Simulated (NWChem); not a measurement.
# One shape, several levels: C4H6O (vinyl ether)

We compute a comparison of 6 runs (HF/STO-3G, HF/3-21G, B3LYP/6-31G*, M06-2X/6-31G*, PBE/6-31G*, SVWN5/6-31G*) of C4H6O (vinyl ether). 

The results are computed with NWChem 7.3.0.

14 further runs of the same task are left out: 14 set aside as unsound or not needed.

## 1. Starting point

C4H6O: 11 atoms, total charge 0, spin state singlet. SMILES: `C=COC=C`. The C2–O3 distance was set to 2.034 Å, away from the relaxed value. At this shape a bond of the SMILES string is far longer than usual.

Bond lengths: C1–C2 1.326 Å, O3–C4 1.361 Å, C4–C5 1.322 Å, C1–H6 1.082 Å, C1–H7 1.081 Å, C2–H8 1.084 Å, C4–H9 1.087 Å, C5–H10 1.083 Å, C5–H11 1.081 Å. Angles: O3–C4–C5 121.8°, C1–C2–H8 122.6°, C2–C1–H6 123.1°, C2–C1–H7 118.8°, O3–C4–H9 114.6°, C5–C4–H9 123.6°, C4–C5–H10 121.4°, C4–C5–H11 119.6°, H6–C1–H7 118.1°, H10–C5–H11 118.9°. A long bond or contact: C2–O3 2.034 Å.

## 2. A single-point energy at HF/STO-3G (run 1)

File input.nw:

```
start input
memory stack 880 mb heap 220 mb global 1100 mb
charge 0
geometry units angstrom noautosym nocenter noautoz
 C     -0.798743     1.852891     1.578783
 C     -1.224403     0.601571     1.467623
 O     -0.508650    -0.834390     0.217800
 C      0.249700    -0.441100    -0.841770
 C      1.205150    -1.208700    -1.336880
 H      0.031357     2.247701     1.008283
 H     -1.286163     2.508011     2.286933
 H     -2.026793     0.201211     2.076013
 H     -0.031470     0.518490    -1.267840
 H      1.463400    -2.155000    -0.878990
 H      1.733670    -0.897320    -2.226850
end
basis spherical bse
 * library STO-3G
end
scf
 thresh 1e-08
 maxiter 80
 print low
end
task scf energy
```

Command:

```bash
$ nwchem input.nw > input.out
```

What it wrote:

```text
[...]
  functions       =    31
[...]
  wavefunction    = RHF
[...]
         Total SCF energy =   -226.692183428002
      One-electron energy =   -600.482226709687
      Two-electron energy =    227.015490700985
 Nuclear repulsion energy =    146.774552580699
        Time for solution =      2.3s
 Task  times  cpu:        2.4s     wall:        2.4s
[...]
```

It took 3 s on 1 thread of Intel Xeon Platinum 8488C (Sapphire Rapids), shared host; peak memory 0.096 GiB.

## 3. The energy at HF/3-21G (run 2)

File mol.nw:

```
start mol
memory stack 880 mb heap 220 mb global 1100 mb

geometry noautosym nocenter noautoz
   C     -0.798743     1.852891     1.578783
   C     -1.224403     0.601571     1.467623
   O     -0.508650    -0.834390     0.217800
   C      0.249700    -0.441100    -0.841770
   C      1.205150    -1.208700    -1.336880
   H      0.031357     2.247701     1.008283
   H     -1.286163     2.508011     2.286933
   H     -2.026793     0.201211     2.076013
   H     -0.031470     0.518490    -1.267840
   H      1.463400    -2.155000    -0.878990
   H      1.733670    -0.897320    -2.226850
end

basis spherical bse
   * library 3-21G
end

scf
   thresh 1e-08
   maxiter 80
   print medium
end

task scf
```

Command:

```bash
$ nwchem mol.nw > mol.out
```

What it wrote:

```text
[...]
  functions       =    57
[...]
  wavefunction    = RHF
[...]
         Total SCF energy =   -228.369791205359
      One-electron energy =   -600.328790041583
      Two-electron energy =    225.184446255524
 Nuclear repulsion energy =    146.774552580699
        Time for solution =      2.5s
[...]
```

It took 3.3 s on 1 thread of Intel Xeon Platinum 8488C (Sapphire Rapids), shared host; peak memory 0.097 GiB.

Runs 3 to 5 aren't shown in full; the table further down has their settings and results.

## 4. The energy at SVWN5/6-31G(d) (spherical functions) (run 6)

File run.py:

```python
from ase import Atoms
from ase.calculators.nwchem import NWChem

atoms = Atoms('CCOCCHHHHHH', positions=[
    [-0.798743, 1.852891, 1.578783],
    [-1.224403, 0.601571, 1.467623],
    [-0.508650, -0.834390, 0.217800],
    [0.249700, -0.441100, -0.841770],
    [1.205150, -1.208700, -1.336880],
    [0.031357, 2.247701, 1.008283],
    [-1.286163, 2.508011, 2.286933],
    [-2.026793, 0.201211, 2.076013],
    [-0.031470, 0.518490, -1.267840],
    [1.463400, -2.155000, -0.878990],
    [1.733670, -0.897320, -2.226850],
])

calc = NWChem(
    label='m1',
    theory='dft',
    memory='2200 mb',
    basis='6-31G*',
    basispar='spherical bse',
    dft={'xc': 'slater vwn_5', 'mult': '1', 'grid': 'xfine', 'convergence': 'energy 1e-08', 'iterations': '100', 'mulliken': None},
    task='energy',
)
atoms.calc = calc

e = atoms.get_potential_energy()
print(f"E = {e:.6f} eV")
print("dipole (e A):", atoms.get_dipole_moment().round(4))
```

Command:

```bash
$ export ASE_NWCHEM_COMMAND="nwchem PREFIX.nwi > PREFIX.nwo"
$ python run.py
```

What it wrote:

```text
E = -6233.531498 eV
dipole (e A): [-0.123   0.5187  0.2282]
```

The calculator wrote m1.nwi:

```
title "m1"

permanent_dir m1

scratch_dir m1

start m1

geometry units angstrom nocenter noautosym noautoz
  C  -7.9874299999999998e-01 1.8528910000000001e+00 1.5787830000000000e+00
  C  -1.2244029999999999e+00 6.0157099999999997e-01 1.4676229999999999e+00
  O  -5.0865000000000005e-01 -8.3438999999999997e-01 2.1779999999999999e-01
  C  2.4970000000000001e-01 -4.4109999999999999e-01 -8.4177000000000002e-01
  C  1.2051499999999999e+00 -1.2087000000000001e+00 -1.3368800000000001e+00
  H  3.1357000000000003e-02 2.2477010000000002e+00 1.0082830000000000e+00
  H  -1.2861629999999999e+00 2.5080110000000002e+00 2.2869329999999999e+00
  H  -2.0267930000000001e+00 2.0121100000000000e-01 2.0760130000000001e+00
  H  -3.1469999999999998e-02 5.1849000000000001e-01 -1.2678400000000001e+00
  H  1.4634000000000000e+00 -2.1549999999999998e+00 -8.7899000000000005e-01
  H  1.7336700000000000e+00 -8.9732000000000001e-01 -2.2268500000000002e+00
end

memory 2200 mb

basis spherical bse noprint
   * library 6-31G*
end

dft
  xc slater vwn_5
  mult 1
  grid xfine
  convergence energy 1e-08
  iterations 100
  mulliken
end

task dft energy
```

m1.nwo, shortened:

```text
[...]
      One electron energy =     -602.844035355840
[... 1 line left out ...]
    Exchange-Corr. energy =      -30.259160620804
[... 6 lines left out ...]
                       DFT Final Molecular Orbital Analysis
[... 589 lines left out ...]
     -------------------------------------------
[...]
```

Wall time 22 s (1 thread of Intel Xeon Platinum 8488C (Sapphire Rapids), shared host); peak memory 0.15 GiB.

## 5. The series

```
run                                level  iteration cap  module  energy (Eh)  wall time
  1                            HF/STO-3G             80     scf  -226.692183        3 s
  2                             HF/3-21G             80     scf  -228.369791      3.3 s
  3   B3LYP/6-31G* (spherical functions)            100     dft  -231.093426       46 s
  4  M06-2X/6-31G* (spherical functions)            100     dft  -230.969749       64 s
  5     PBE/6-31G* (spherical functions)            100     dft  -230.805159       52 s
  6   SVWN5/6-31G* (spherical functions)            100     dft  -229.078059       22 s
```

## 6. What came out

```
            quantity          value
 run 6: total energy  -229.07806 Eh
run 6: dipole moment         2.79 D
  run 6: HOMO energy       -4.97 eV
  run 6: LUMO energy       -3.23 eV
run 6: HOMO–LUMO gap        1.73 eV
```

In words: Over runs 2, 3, 4, 5, 6 the dipole moment (its size) runs from 2.71 D (PBE/6-31G*) to 3.70 D (HF/3-21G). The two ends differ in method and basis. Over runs 2, 3, 4, 5, 6 the HOMO–LUMO gap runs from 1.73 eV (SVWN5/6-31G*) to 11.02 eV (HF/3-21G). Totals of different functionals can't be ranked against each other. In run 1 the basis is minimal, so the values are rough. All runs together took 3.2 min, the longest 64 s.
